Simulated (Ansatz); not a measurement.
We consider diamond-structure Ge, described by PBE in Ansatz (PAW).

Numerical settings: plane-wave cutoff 520 eV, 20×20×20 k mesh, Fermi–Dirac smearing 0.05 eV, perturbation theory, scalar-relativistic PAW data made under PBE.

The cell has the measured lattice parameters. Conventional cell: a = 5.6580 Å, b = 5.6580 Å, c = 5.6580 Å, α = 90.00°, β = 90.00°, γ = 90.00°.

Harmonic phonon frequencies (cm⁻¹; i marks an imaginary mode):

```json
[
 {"q point": "Γ", "frequencies": "0 0 0 294 294 294"},
 {"q point": "X", "frequencies": "___"},
 {"q point": "L", "frequencies": "56 56 215 241 284 284"}
]
```

Fill in the missing entries.


- X, frequencies: 68 68 236 236 270 270

Measured, for comparison: zone-centre TO phonon frequency 304 cm⁻¹ (low temperature, zero-point motion not removed; as tabulated in Tanner et al. (2021), arXiv:2110.11888). Computed (rounded) less measured: zone-centre TO phonon frequency -3 %.

No imaginary mode appears at these points.

Note: the solid has no gap at this level, which affects its response; the cell isn't this level's own, so it is under some stress, which shifts stiffness and frequencies.

Ansatz is a first-principles code.
